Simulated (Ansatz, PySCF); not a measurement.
System: C₄H₈, charge 0, singlet. C4H8 (cyclobutane, SMILES C1CCC1).
B3LYP-D3(BJ)/def2-TZVP minimum from Ansatz (a first-principles code):
```xyz
12

C     -0.0021     1.0817     0.1209
C      0.0007    -1.0808     0.1288
C     -1.0806    -0.0019    -0.1307
C      1.0820     0.0010    -0.1189
H      0.0003     1.9568    -0.5289
H     -0.0082     1.4196     1.1583
H      0.0054    -1.9605    -0.5146
H     -0.0045    -1.4112     1.1686
H     -1.9615    -0.0007     0.5111
H     -1.4091    -0.0061    -1.1712
H      1.9558     0.0045     0.5324
H      1.4217    -0.0023    -1.1558
```

Quantity: enthalpy of formation at 298 K (by atomisation, with rigid-rotor harmonic-oscillator terms from PySCF's Hessian at B3LYP-D3(BJ)/def2-TZVP and the atoms' measured values of the G2/97 table; no spin-orbit terms), in kJ/mol. Radicals and triplets start from unrestricted determinants; spin-orbit coupling is neglected. CBS(X,Y): correlation extrapolated as X^-3, Hartree-Fock from the larger set. A bracket is a step between two methods taken in the basis named. The functionals are non-relativistic, so their misses hold any scalar relativity. 'core' is core correlation in cc-pwCVTZ, 'X2C' scalar relativity in cc-pVTZ-DK, both at CCSD(T). For partners of very few electrons the exact lower level stands in for a higher one.

Measured: 6.8 kcal/mol, 28.5 kJ/mol (G2/97 table in ASE (Curtiss et al.)); atomic spin-orbit terms, which the calculations lack, would raise the computed values.

Q: What does PBE/def2-TZVPD (Ansatz) give here, and how do the other levels compare?

A: PBE gives -42.5 kJ/mol, 71.0 kJ/mol below it. Errors of the others: r2SCAN/def2-TZVPD (Ansatz) 4.5; B3LYP/def2-TZVPD (Ansatz) 38.1; PBE0/def2-TZVPD (Ansatz) -23.4; CCSD(T)/CBS(cc-pVTZ,cc-pVQZ) + core + X2C (Ansatz) -5.9; CCSD(T)/CBS(cc-pVTZ,cc-pVQZ) + [CCSDT(Q) - CCSD(T)]/cc-pVDZ + core + X2C (Ansatz) -7.5 kJ/mol. Nearer than PBE: r2SCAN/def2-TZVPD, B3LYP/def2-TZVPD, PBE0/def2-TZVPD, CCSD(T)/CBS(cc-pVTZ,cc-pVQZ) + core + X2C, CCSD(T)/CBS(cc-pVTZ,cc-pVQZ) + [CCSDT(Q) - CCSD(T)]/cc-pVDZ + core + X2C.
